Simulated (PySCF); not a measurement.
Choosing a molecule for a target property.

Each SMILES stands for a single optimised conformer of the isolated species, non-relativistic unless stated; the electronic structure was computed with PySCF and density fitting.

Dipoles, sizes and rotational constants follow the conformer. The torsions of the flexible species, by atom-mapped SMILES:
- `[O:1]=[C:2]=[P:3][CH2:4][PH2:5]`: C2–P3–C4–P5 -77°, H–P5–C4–P3 -41°, H–P5–C4–P3 52°
- `[CH3:1][O:2][C@@H:3]1[SiH2:4][CH2:5][Si@@H:6]1[F:7]`: C1–O2–C3–Si4 176°

The conformers of `O[Si@@H]1C[SiH2][C@H](F)C1` aren't listed.

(1) Wanted: lowest singlet excitation between 3 eV and 6 eV (TDDFT wB97X-D/def2-SVPD) and electronic spatial extent ⟨r²⟩ about the centre of nuclear charge below 1000 bohr² (wB97X-D/def2-SVPD), at GFN2-xTB geometries. Which candidate meets both?
A. `C(=PCP)=O` (C2H4OP2)
B. `O=NF` (FNO)
C. `CO[C@@H]1[SiH2]C[Si@@H]1F` (C3H9FOSi2)
D. `C#CC(F)(F)F` (C3HF3)

(2) Wanted: lowest triplet excitation (Tamm–Dancoff) between 4 eV and 6 eV (TDA wB97X-D/def2-SVPD) and static isotropic polarisability below 88 au (wB97X-D/def2-SVPD), at GFN2-xTB geometries. Which candidate meets both?
A. `CO[C@@H]1[SiH2]C[Si@@H]1F` (C3H9FOSi2)
B. `O[Si@@H]1C[SiH2][C@H](F)C1` (C3H9FOSi2)
C. `FC(F)(F)C#C` (C3HF3)
D. `O=C=PCP` (C2H4OP2)
E. `O=NF` (FNO)

(3) Wanted: dipole moment between 1.3 D and 2.3 D (wB97X-D/def2-SVPD) and HOMO energy above -11.7 eV (wB97X-D/def2-SVPD), at GFN2-xTB geometries. Which candidate meets both?
A. `CO[C@@H]1[SiH2]C[Si@@H]1F` (C3H9FOSi2)
B. `C(=PCP)=O` (C2H4OP2)
C. `C#CC(F)(F)F` (C3HF3)
D. `O=NF` (FNO)

Results:

(1) B. Computed values:
```
                              species  lowest singlet excitation  electronic spatial extent ⟨r²⟩ about the centre of nuclear charge
                  C(=PCP)=O (C2H4OP2)                    2.66 eV                                                          767 bohr²
                           O=NF (FNO)                    3.96 eV                                                          118 bohr²
CO[C@@H]1[SiH2]C[Si@@H]1F (C3H9FOSi2)                    5.57 eV                                                         1156 bohr²
                  C#CC(F)(F)F (C3HF3)                    6.57 eV                                                          470 bohr²
```

(2) C. Computed values:
| species | lowest triplet excitation (Tamm–Dancoff) | static isotropic polarisability |
| --- | --- | --- |
| O=C=PCP (C2H4OP2) | 2.35 eV | 78.1 au |
| O=NF (FNO) | 2.89 eV | 16.5 au |
| CO[C@@H]1[SiH2]C[Si@@H]1F (C3H9FOSi2) | 5.23 eV | 89.4 au |
| FC(F)(F)C#C (C3HF3) | 5.39 eV | 36.8 au |
| O[Si@@H]1C[SiH2][C@H](F)C1 (C3H9FOSi2) | 6.99 eV | 86.6 au |

(3) A. Computed values:
| species | dipole moment | HOMO energy |
| --- | --- | --- |
| C(=PCP)=O (C2H4OP2) | 1.21 D | -8.27 eV |
| O=NF (FNO) | 1.44 D | -11.97 eV |
| CO[C@@H]1[SiH2]C[Si@@H]1F (C3H9FOSi2) | 2.12 D | -8.86 eV |
| C#CC(F)(F)F (C3HF3) | 2.57 D | -11.38 eV |
